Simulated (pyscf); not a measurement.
Single points on ωB97X-D3(BJ)/def2-SVP structures (PySCF, gas phase). Correlated levels are frozen-core, on RHF or UHF. ΔMP2 is the change of the MP2 total energy from the triple- to the quadruple-zeta basis.

Problem. Estimate the classical barrier height and the reaction energy of `[CH2]=[CH][BH][OH]` -> `[BH]=[O]` + `[CH2]=[CH2]` at CCSD(T)/def2-TZVPP + ΔMP2(QZVPP). The step runs on the singlet surface, breaks B–C, H–O and forms C–H; take the reactant's lowest minimum found as zero.

Solution. ΔE‡ = 64.4 kcal/mol, ΔE = +15.6 kcal/mol. Zero-point energy shifts the barrier by -4.2 kcal/mol. It is an elimination, with an imaginary mode of 1733i cm⁻¹. On the reactant side the descent ends in a point that may be a rotor saddle (no frequency run), 1.6 kcal/mol over the lowest minimum found and 62.6 kcal/mol under the saddle at ωB97X-D3(BJ)/def2-TZVP. H₂C=CH–BH–OH lies 23.3 kcal/mol over its isomer H₃C–CH₂–B=O (electronic energy, ωB97M-D3(BJ)/def2-TZVP). One saddle was located; it need not be the lowest between these sides. The CCSD(T) − MP2 part came from Ansatz, without density fitting, on the same reference.
